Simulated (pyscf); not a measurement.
# Insertion: HO–Si:–OH (SMILES O[Si]O) [singlet] + HCl (SMILES Cl) → HO–SiH(OH)–Cl (SMILES O[SiH](O)Cl)

Gas phase, singlet surface, charge 0. Bonds broken: Cl6–H7. Bonds formed: Si2–Cl6, Si2–H7. Optimised with ωB97X-D3(BJ)/def2-SVP in PySCF. MP2 and CC: frozen core, UHF for open shells. ΔMP2 is the change of the MP2 total energy from the triple- to the quadruple-zeta basis.

Transition state (Å):

```xyz
7

O     -0.1432     0.0772    -0.6960
Si     0.7768     0.5874     0.5716
O      1.9178    -0.5302     0.9753
H     -0.2558    -0.8559    -0.9110
H      1.8203    -1.4673     0.7708
Cl    -0.8787     0.4366     2.5552
H      0.0869     1.4621     1.7391
```

One imaginary mode, 1125i cm⁻¹; descent along it reached the two sides named.

```tsv
bond	change	reactant side (Å)	saddle	product side
Cl6–H7	breaks	1.285	1.628	2.9
Si2–Cl6	forms	3.3	2.588	2.072
Si2–H7	forms	3.1	1.614	1.468
```

Electronic energies relative to the separated reactants (kcal/mol):

```
level                             barrier  reaction energy  reverse barrier
--------------------------------  -------  ---------------  ---------------
ωB97X-D3(BJ)/def2-TZVP               16.5            -62.6             79.1
PBE/def2-TZVP                         9.0            -54.1             63.1
r²SCAN/def2-TZVP                      8.7            -61.9             70.6
B3LYP-D3(BJ)/def2-TZVP               13.6            -56.7             70.3
PBE0-D3(BJ)/def2-TZVP                11.5            -60.1             71.6
M06-2X/def2-TZVP                     17.3            -59.4             76.7
ωB97M-D3(BJ)/def2-TZVP               19.2            -56.1             75.2
HF/def2-TZVP                         31.2            -60.7             92.0
MP2/def2-QZVPP                       16.0            -61.6             77.6
CCSD/def2-TZVPP                      22.8            -56.7             79.5
CCSD(T)/def2-TZVPP                   19.8            -56.5             76.3
CCSD(T)/def2-TZVPP + ΔMP2(QZVPP)     18.5            -57.5             76.0
```

With CCSD(T)/def2-TZVPP + ΔMP2(QZVPP) energies and thermal terms (ideal gas, 1 atm, RRHO with modes under 100 cm⁻¹ raised to 100, one conformer, R ln 2 for chiral ones without a mode under 150 cm⁻¹), in kcal/mol:

```tsv
T (K)	ΔH‡	ΔG‡	ΔH	ΔG
298	17.2	26.2	-55.9	-46.5
600	17.4	35.4	-55.6	-37.0
900	17.9	44.3	-54.9	-27.9
1200	18.4	53.0	-54.1	-19.0
```

The same reactants have a lower exit, to H₂O + HO–Si:–Cl [singlet] (barrier +7.9 kcal/mol at ωB97M-D3(BJ), against +19.2 kcal/mol here). This is the saddle that the search found; another between the same sides may lie lower. The CCSD(T) − MP2 part came from Ansatz, without density fitting, on the same reference.
